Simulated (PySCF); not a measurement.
C6H8.
SMILES with atom numbers: `[CH:1]1=[CH:2][C@@H:3]2[CH2:4][C@@H:5]2[CH2:6]1`

Probes without a nucleus sit at each ring's centroid and 1 Å off its mean plane on both sides; NICS is minus the shielding there, NICSzz its component along the normal. Level: GIAO KT2/pcSseg-2 (PySCF, non-relativistic, gas phase) on the PBE0-D3(BJ)/def2-SVP geometry, one conformer.

Ring bond lengths (Å): C1–C2 1.340, C2–C3 1.488, C3–C5 1.516, C5–C6 1.522, C6–C1 1.507; C3–C4 1.508, C4–C5 1.498, C5–C3 1.516.

Question: What do the NICS probes read (ppm)?

Answer: 
```csv
ring,type,NICS(0),"NICS(1), two faces","NICS(1)zz, two faces",rms pucker (Å),"centre to ring atoms, mean (Å)"
C1–C2–C3–C5–C6,"5-membered carbocycle; formal bonds 1 double, 4 single",-6.3,-5.9 / -2.0,-4.0 / -3.6,0.02,1.25
C3–C4–C5,3-membered carbocycle; formal bonds all single,-41.6,-7.8 / -8.8,-19.7 / -23.4,0.00,0.87
```

Question: What can be read from them?

Answer: 
- C1–C2–C3–C5–C6: mean NICS(1)zz -3.8 ppm, shielded. C3, C5, C6 have four or more neighbours; no verdict on aromaticity is drawn.
- C3–C4–C5: mean NICS(1)zz -21.6 ppm, shielded. C3, C4, C5 have four or more neighbours; no verdict on aromaticity is drawn. The two faces differ by 3.7 ppm, so no symmetry operation interchanges them. NICS(0) lies 33 ppm below the mean NICS(1).

Question: How shielded are the nuclei of the rings and their hydrogens (means over atoms taken as equivalent)?

Answer: 
```csv
atoms,environment,σ isotropic (ppm)
C1,alkene CH carbon,53.4
C2,alkene CH carbon,43.9
C3,sp3 carbon at a ring junction,155.2
C4,three-membered-ring carbon,163.1
C5,sp3 carbon at a ring junction,165.0
C6,allylic carbon,141.4
H on C1,vinylic hydrogen,25.65
H on C2,vinylic hydrogen,25.00
H on C3,methine hydrogen,29.27
H on C4,methylene hydrogen,31.43
H on C4,methylene hydrogen,30.34
H on C5,methine hydrogen,29.63
H on C6,methylene hydrogen,28.63
H on C6,methylene hydrogen,28.41
```

The list is cut; further classes of hydrogen are left out.

Question: How do the values depend on the level or the medium?

Answer: 
```tsv
level	NICS(0), C1–C2–C3–C5–C6	mean NICS(1)zz, C1–C2–C3–C5–C6	NICS(0), C3–C4–C5	mean NICS(1)zz, C3–C4–C5
KT2/pcSseg-2, gas	-6.3	-3.8	-41.6	-21.6
PBE0/pcSseg-1, gas	-6.0	-3.7	-42.5	-22.0
```

The geometry is the same throughout.

Time: 59 s of wall time. Hardware: an Arm Neoverse V2 with one thread, shared host. This is the whole shielding run at KT2/pcSseg-2, SCF included.
